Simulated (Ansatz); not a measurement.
Predict the output of the script below (the Python package of Ansatz (0.2.0)).

`ch3nsi_cas.py`
```python
"""Active-space calculation on CH3NSi."""

import ansatz as az

SETTINGS = {
    "basis_set": "cc-pVDZ",
}

geometry_ang = [
    ("C", (-0.4118, -0.9813, -0.1186)),
    ("N", (0.7376, -0.8962, 0.2569)),
    ("Si", (-0.025, 0.742, -0.0281)),
    ("H", (-1.0951, -1.7283, -0.3466)),
    ("H", (0.808, 1.363, -1.1135)),
    ("H", (0.0284, 1.4367, 1.3036)),
]
system = az.Crystal.molecule()
for symbol, xyz in geometry_ang:
    system = system.atom(symbol, xyz)

model = (
    system.calculation()
    .basis(gaussian=SETTINGS["basis_set"])
    .correlation(active_electrons=2, active_orbitals=2)
)
for method in ["sc_nevpt2"]:
    summary = (model if method is None else model.correlation(method)).run(threads=1, backend="cpu").report
    space = summary["configurations"]
    state = space["states"][0]
    print(method or "casscf", f"total {summary['free_energy_ev'] / 27.211386246:.6f} Ha, active-space state {state['energy']['hartree']:.6f} Ha, mean field {summary['reference_energy_ev'] / 27.211386246:.6f} Ha")
    print("  determinants", state["n_determinants"], " natural occupations", [round(n, 3) for n in space["natural_occupations"]])
```

```console
$ python ch3nsi_cas.py
RunWarning: the results are in doubt because another end's mean lies 0.246 eV lower, and its corrected mean 0.103 eV higher
sc_nevpt2 total -383.298633 Ha, active-space state -382.926638 Ha, mean field -382.908471 Ha
  determinants 4  natural occupations [1.95, 0.05]
```
(Warnings from the package without file and line.)

Reading the output:
- Total energies depend on the basis set; only differences at equal settings carry meaning.
- The geometry is a force-field or estimated start, not a minimum of this method, and the basis set is short of its limit. The active space starts as a window about the frontier orbitals and is then optimised, not chosen by chemistry.
- A lower CASSCF solution was found and passed over, so the printed active-space state isn't the lowest.
- Wall time of the script: 2.7 s on 1 thread of Arm Neoverse V1, on a shared host, peak memory 0.17 GiB.

(Lines on the test bed's own set-up are left out of the output.)
